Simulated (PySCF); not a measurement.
C₃H₃F₂S (charge -1).
Structure used (GFN2-xTB), in Å, numbered top down from 1:
```
atom  x, y, z in Å
F1    -1.869   -0.236    1.077
C2    -1.066    0.014   -0.029
F3    -1.821   -0.535   -1.058
C4     0.277   -0.555    0.081
C5     1.384    0.222   -0.002
S6     1.447    1.892   -0.233
H7    -1.040    1.101   -0.180
H8     0.352   -1.623    0.230
H9     2.350   -0.274    0.089
```

PySCF, density fitting, gas phase, GFN2-xTB geometry. The standard run uses grid level 2 after a coarse-grid start, the def2-universal JK fitting basis (with tight functions added where the orbital basis needs them), an energy threshold of 1e-9 Eh and DIIS. The changed runs have no coarse-grid stage.

Question: Standard PBE0/pcSseg-1: E = -713.523837 Eh, HOMO -0.575 eV, LUMO 4.778 eV, 14 cycles (coarse-grid cycles included). What changes at PBE0/pcSseg-1 with: grid level 1, fitting basis def2-qzvpp-jkfit?

Answer: E = -713.523887 Eh (-0.050 mEh), HOMO -0.575 eV (0.000), LUMO 4.778 eV (0.000), 11 SCF cycles. Of the changed settings only the grid and fitting basis enter the energy expression; the total energy moves by 0.03 kcal/mol.

The cycles:
```
cycle   1  E = -713.4130410873  dE =  6.870e-01  |g| = 7.346e-01  |ddm| = 2.807e+00
cycle   2  E = -713.3509072580  dE =  6.213e-02  |g| = 9.933e-01  |ddm| = 1.524e+00
cycle   3  E = -713.5199757236  dE = -1.691e-01  |g| = 1.228e-01  |ddm| = 8.901e-01
cycle   4  E = -713.5233453214  dE = -3.370e-03  |g| = 4.438e-02  |ddm| = 1.615e-01
cycle   5  E = -713.5238147419  dE = -4.694e-04  |g| = 1.608e-02  |ddm| = 7.425e-02
cycle   6  E = -713.5238855060  dE = -7.076e-05  |g| = 2.417e-03  |ddm| = 2.476e-02
cycle   7  E = -713.5238865371  dE = -1.031e-06  |g| = 8.702e-04  |ddm| = 3.173e-03
cycle   8  E = -713.5238866963  dE = -1.592e-07  |g| = 2.457e-04  |ddm| = 1.024e-03
cycle   9  E = -713.5238867089  dE = -1.261e-08  |g| = 9.273e-05  |ddm| = 2.957e-04
cycle  10  E = -713.5238867110  dE = -2.118e-09  |g| = 1.570e-05  |ddm| = 1.344e-04
cycle  11  E = -713.5238867111  dE = -5.718e-11  |g| = 6.640e-06  |ddm| = 3.653e-05
```
